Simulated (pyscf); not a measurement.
Single points on ωB97X-D3(BJ)/def2-SVP structures (PySCF, gas phase).

Question: Estimate by transition-state theory the rate constant of `[O]=[SiH2]` + `[OH2]` → `[O]=[SiH][OH]` + `[H][H]` (singlet surface; H–Si, H–O broken, O–Si, H–H formed) at 1200 K, with ωB97M-D3(BJ)/def2-TZVP energies (ideal gas, 1 atm, RRHO with modes under 100 cm⁻¹ raised to 100, one conformer, R ln 2 for chiral ones without a mode under 150 cm⁻¹; no tunnelling).

Answer: The electronic barrier is 5.1 kcal/mol and the thermal terms add +40.4, so ΔG‡ = 45.5 kcal/mol. With k_BT/h = 2.50e+13 s⁻¹ and RT = 2.385 kcal/mol, and a volume of 1.64e-19 cm³ per molecule at 1 atm, k = 2.1e-14 cm³ molecule⁻¹ s⁻¹. Wigner's tunnelling factor for 1478i cm⁻¹ would be 1.13. A shift of 1 kcal/mol in the barrier changes k by a factor 1.5. On the reactant side the descent ends in an adduct with a O–Si contact, 22.0 kcal/mol under the separated species and 26.7 kcal/mol under the saddle at ωB97X-D3(BJ)/def2-TZVP. What is counted as formed (O–Si) is already present as a longer contact in the reactant adduct; forming that adduct is a step of its own. At the saddle there is also a short H–Si contact that neither side keeps. The same reactants have a lower exit, to HO–SiH₂–OH (barrier -19.1 kcal/mol at ωB97M-D3(BJ)/def2-TZVP, against +5.1 kcal/mol here). O=SiH–OH lies 9.8 kcal/mol over its isomer HO–Si:–OH [singlet] (electronic energy, ωB97M-D3(BJ)/def2-TZVP). One saddle was located; it need not be the lowest between these sides.
